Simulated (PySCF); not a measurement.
# C₄H₄F₂: geometry, NMR shifts, spin-spin couplings and electronic excitations, part 2 of 2

PySCF 2.14.0. Atoms count from 0. The steps go on from the part before.

### 5 TDDFT and polarisability: CAM-B3LYP/def2-SVPD

What the job is given:

```
{"job": {"kind": "uv", "xc": "CAM-B3LYP", "basis": "def2-SVPD", "ip": true}, "charge": 0, "multiplicity": 1}
C     -1.234177     0.055769    -0.430631
C      0.018421    -0.266137     0.336472
F     -0.288995    -1.195798     1.311321
C      1.399320    -0.345528    -0.258885
C      1.146589     0.612200     0.583658
F      1.593483     1.654728     1.228793
H     -1.033503     0.788157    -1.223381
H     -1.638115    -0.861209    -0.885320
H     -2.002770     0.460995     0.244239
H      2.049077    -0.896821    -0.933213
```

With the program's defaults for keys left out, this is: TDDFT CAM-B3LYP/def2-SVPD, vertical, gas phase, core orbitals frozen in the response.

Standard output:

```text
coarse grid: 9000 points
cycle   1  E = -353.9116400882  dE =  1.089e+00  |g| = 6.144e-01  |ddm| = 4.285e+00
cycle   2  E = -353.8897169663  dE =  2.192e-02  |g| = 7.654e-01  |ddm| = 1.217e+00
cycle   3  E = -353.9836266783  dE = -9.391e-02  |g| = 6.026e-02  |ddm| = 6.753e-01
cycle   4  E = -353.9842635347  dE = -6.369e-04  |g| = 2.172e-02  |ddm| = 9.367e-02
cycle   5  E = -353.9843642984  dE = -1.008e-04  |g| = 8.415e-03  |ddm| = 3.860e-02
cycle   6  E = -353.9843797394  dE = -1.544e-05  |g| = 2.421e-03  |ddm| = 1.484e-02
cycle   7  E = -353.9843811674  dE = -1.428e-06  |g| = 6.167e-04  |ddm| = 4.293e-03
final grid: 89528 points
cycle   8  E = -354.0398572714  dE = -2.277e-05  |g| = 3.606e-03  |ddm| = 5.322e-02
cycle   9  E = -354.0398563967  dE =  8.746e-07  |g| = 4.476e-03  |ddm| = 8.128e-03
cycle  10  E = -354.0398597842  dE = -3.387e-06  |g| = 3.380e-04  |ddm| = 3.432e-03
cycle  11  E = -354.0398598045  dE = -2.028e-08  |g| = 1.324e-04  |ddm| = 5.253e-04
cycle  12  E = -354.0398598086  dE = -4.136e-09  |g| = 3.881e-05  |ddm| = 2.401e-04
cycle  13  E = -354.0398598090  dE = -3.459e-10  |g| = 9.960e-06  |ddm| = 7.071e-05
converged SCF energy = -354.0398598090

Static polarisability (au): isotropic 46.415, principal 40.104 47.953 51.189

Singlet excitations
state   eV       nm        f      main configurations
  1   6.9844    177.5   0.00279   H-1->L 0.45, H-1->L+1 0.45
  2   7.3987    167.6   0.06524   H->L 0.45, H->L+1 0.30, H-1->L+1 0.10
  3   7.5700    163.8   0.03972   H->L+1 0.49, H->L 0.37
  4   7.9418    156.1   0.00780   H-2->L+1 0.35, H-2->L 0.30, H-1->L 0.12
  5   8.2142    150.9   0.03547   H-1->L 0.34, H-1->L+1 0.31, H-2->L 0.11
  6   8.5762    144.6   0.00400   H->L+2 0.79, H->L+3 0.14
  7   8.8730    139.7   0.00403   H->L+3 0.62, H->L+2 0.13, H->L+4 0.10
  8   9.1170    136.0   0.01321   H-2->L 0.32, H-2->L+1 0.29, H-1->L+2 0.19
  9   9.3494    132.6   0.08665   H-1->L+2 0.72, H-1->L+3 0.08
 10   9.4405    131.3   0.11970   H-1->L+3 0.76

Triplet excitations (Tamm-Dancoff, eV): 4.9660 6.4693 7.2315 7.5496
Vertical ionisation energy (delta-SCF) = 10.7676 eV
```

It took 45 s on 1 thread, shared host.

Frontier orbitals and where they lie:

| orbital | eV | atoms |
| --- | --- | --- |
| HOMO−3 | -12.52 | C0 29 %, F2 22 %, H6 17 % |
| HOMO−2 | -11.30 | F2 33 %, C3 18 %, C1 12 % |
| HOMO−1 | -10.15 | C1 26 %, F2 20 %, C3 15 % |
| HOMO | -9.72 | C3 34 %, C4 27 %, F5 12 % |
| LUMO | 1.04 | C4 29 %, C3 24 %, C0 11 % |
| LUMO+1 | 1.16 | C4 31 %, C3 27 %, F5 12 % |
| LUMO+2 | 1.97 | H9 36 %, C3 25 %, F5 13 % |

With each of the 10 states as a Gaussian band of 0.4 eV half-width at 1/e, the curve within the window shown has maxima at 166 nm (ε 4,200), 132 nm (ε 8,600) L/(mol cm). Beyond the last state computed it falls off for lack of states. The curve at chosen wavelengths:

nm, ε (L/mol/cm) and a bar:
```
      127       4159 ##############
      130       7835 ###########################
      132       8599 ##############################
      135       6491 #######################
      138       3306 ###########
      140       1909 #######
      143       1131 ####
      145       1186 ####
      148       1580 #####
      151       1913 #######
      153       2053 #######
      156       2354 ########
      159       2982 ##########
      161       3516 ############
      164       4130 ##############
      167       4130 ##############
      169       3746 #############
      172       2815 ##########
      175       1817 ######
      177       1262 ####
      180        668 ##
      182        416 #
      185        195 #
      188         87 
      190         50 
      193         21
```

Further results of this job:

| property | computed |
| --- | --- |
| dipole moment (D) | 2.23 |
| polarisability (Å³) | 6.88 |
| HOMO–LUMO gap (eV) | 10.76 |
| −ε(HOMO) (eV) | 9.72 |

### 6 Nuclear shieldings: PBE0/pcSseg-2

The job, as its differences from that of step 5:

```diff
@@ -1,2 +1,2 @@
-{"job": {"kind": "uv", "xc": "CAM-B3LYP", "basis": "def2-SVPD", "ip": true}, "charge": 0, "multiplicity": 1}
+{"job": {"kind": "nmr", "xc": "PBE0", "basis": "pcSseg-2", "pop": false}, "charge": 0, "multiplicity": 1}
 C     -1.234177     0.055769    -0.430631
```

Method: GIAO PBE0/pcSseg-2 NMR shielding, non-relativistic, gas phase.

Standard output:

```text
coarse grid: 9000 points
cycle   1  E = -354.1174428774  dE =  9.995e-01  |g| = 6.442e-01  |ddm| = 2.355e+00
cycle   2  E = -354.0593037424  dE =  5.814e-02  |g| = 9.072e-01  |ddm| = 9.350e-01
cycle   3  E = -354.1851390308  dE = -1.258e-01  |g| = 1.023e-01  |ddm| = 5.878e-01
cycle   4  E = -354.1870296019  dE = -1.891e-03  |g| = 3.052e-02  |ddm| = 8.755e-02
cycle   5  E = -354.1872179426  dE = -1.883e-04  |g| = 1.076e-02  |ddm| = 2.833e-02
cycle   6  E = -354.1872356992  dE = -1.776e-05  |g| = 4.887e-03  |ddm| = 9.769e-03
cycle   7  E = -354.1872409140  dE = -5.215e-06  |g| = 7.143e-04  |ddm| = 3.689e-03
final grid: 89528 points
cycle   8  E = -354.1867334582  dE = -8.231e-05  |g| = 6.411e-03  |ddm| = 2.994e-02
cycle   9  E = -354.1867268251  dE =  6.633e-06  |g| = 8.986e-03  |ddm| = 9.944e-03
cycle  10  E = -354.1867424170  dE = -1.559e-05  |g| = 1.205e-03  |ddm| = 5.300e-03
cycle  11  E = -354.1867426473  dE = -2.303e-07  |g| = 3.493e-04  |ddm| = 1.119e-03
cycle  12  E = -354.1867426659  dE = -1.860e-08  |g| = 1.771e-04  |ddm| = 3.288e-04
cycle  13  E = -354.1867426728  dE = -6.888e-09  |g| = 2.690e-05  |ddm| = 1.359e-04
cycle  14  E = -354.1867426729  dE = -1.377e-10  |g| = 9.509e-06  |ddm| = 2.802e-05
converged SCF energy = -354.1867426729

GIAO shielding tensors (ppm)
atom      isotropic    diamagn.    paramagn.     s11        s22        s33       span
  0 C      161.694     242.659     -80.964    135.088    163.652    186.342     51.254
  1 C      101.911     243.002    -141.091     50.038     78.017    177.679    127.641
  2 F      297.686     471.165    -173.479    223.234    276.789    393.036    169.802
  3 C       86.612     262.998    -176.387      5.556     84.636    169.643    164.086
  4 C       20.252     257.485    -237.233    -92.888     68.556     85.090    177.978
  5 F      309.758     464.898    -155.140    163.797    267.900    497.578    333.781
  6 H       30.478      30.116       0.362     26.566     28.488     36.379      9.813
  7 H       29.251      29.311      -0.060     26.113     27.563     34.077      7.964
  8 H       29.239      29.239      -0.000     25.886     27.436     34.395      8.509
  9 H       25.487      30.672      -5.185     23.770     24.647     28.043      4.274
```

It took 22 s on 1 thread, shared host.

In short: δ C4 163.9, C3 97.5, C1 82.2, C0 22.4, H9 5.76, H6 1.59 ppm (means over like atoms).

### 7 Side by side: NMR shifts

Shifts (ppm) of some atoms, chosen among heavy atoms and hydrogens apart, means over like atoms, with basis size and wall time:

| run | C4 | C3 | C1 | H9 | H6 | F2 | F5 | functions | time |
| --- | --- | --- | --- | --- | --- | --- | --- | --- | --- |
| PBE0/pcSseg-1 | 159.8 | 95.6 | 78.2 | 5.81 | 1.64 | -122.5 | -126.4 | 122 | 6.8 s |
| PBE0/pcSseg-2 | 163.9 | 97.5 | 82.2 | 5.76 | 1.59 | -121.9 | -134.0 | 272 | 22 s |

### 8 Outcome

What follows sums up all 2 parts.

```
                                                              quantity                         value
                                                           point group                            C1
                                  rotational constants (main isotopes)          5.91, 2.67, 2.51 GHz
                                ¹³C shifts against TMS (PBE0/pcSseg-1)   159.8, 95.6, 78.2, 22.6 ppm
¹H shifts against TMS (PBE0/pcSseg-1, means over atoms taken as alike)                5.81, 1.64 ppm
                              ¹⁹F shifts against CFCl3 (PBE0/pcSseg-1)            -122.5, -126.4 ppm
                           largest coupling of the table (B3LYP/pcJ-1)      ¹J(C,F) C4–F5, -525.4 Hz
                                  lowest singlet (CAM-B3LYP/def2-SVPD)   6.98 eV (178 nm), f = 0.003
                              brightest single state of those computed  state 10, 9.44 eV, f = 0.120
                                                        lowest triplet                       4.97 eV
                                     vertical ionisation energy (ΔSCF)                      10.77 eV
                                              range of the shift of F5          -134.0 to -126.4 ppm
```

**Reading.** Over 9 steps the energy fell by 0.043 eV; of the close pairs, C3–H9 changed most, 1.062 to 1.087 Å. The most deshielded hydrogen is H9 (hydrogen on an alkene CH), at 5.81 ppm: a vinylic proton, deshielded by the sp2 carbon and the C=C anisotropy. At PBE0/pcSseg-1: Shielding is most anisotropic at F5 (span 340 ppm, paramagnetic term -167 ppm). Of the pairs tabulated at B3LYP/pcJ-1, C4–F5 couples most strongly (-525.4 Hz; Fermi contact -489.6 Hz). Couplings across rotatable bonds belong to this one conformer; where others are populated, the observed values are averages. Density functionals describe couplings to fluorine poorly, F–F couplings above all, so those rows are rough. The lowest singlet, at 6.98 eV, is HOMO−1→LUMO 0.45, HOMO−1→LUMO+1 0.45 and is weak; of the 10 states computed, the strongest absorption comes from state 10 at 9.44 eV (the last computed, so partners may be missing). The lowest triplet lies 2.02 eV below the lowest singlet (triplets in Tamm-Dancoff, singlets in full TDDFT). The orbital energy would give 9.72 eV for ionisation, ΔSCF gives 10.77 eV. Across the 2 runs the shift of F5 moves most, between -134.0 (PBE0/pcSseg-2) and -126.4 ppm (PBE0/pcSseg-1).
